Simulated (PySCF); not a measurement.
Ligands exchanged one at a time, Si H-F. Gas-phase values, no solvent. Strings in code marks are SMILES.

Level of theory: PBE-D3(BJ)/def2-TZVP // B3LYP-D3(BJ)/def2-TZVP run with PySCF. All candidates: neutral, multiplicity 1. 

| Item | Result |
|---|---|
| HOMO | -10.58 eV |
| HOMO–LUMO gap | 9.98 eV |
| dipole moment | 0.00 D |

### Question
Which member has these values?
A) `F[SiH](F)F`
B) `F[SiH3]`
C) `[SiH4]`
D) `F[Si](F)(F)F`

### Answer
D, `F[Si](F)(F)F`. The others give `[SiH4]`: -8.52 eV, 8.76 eV, 0.00 D; `F[SiH](F)F`: -9.57 eV, 9.69 eV, 1.23 D; `F[SiH3]`: -8.32 eV, 7.29 eV, 1.21 D
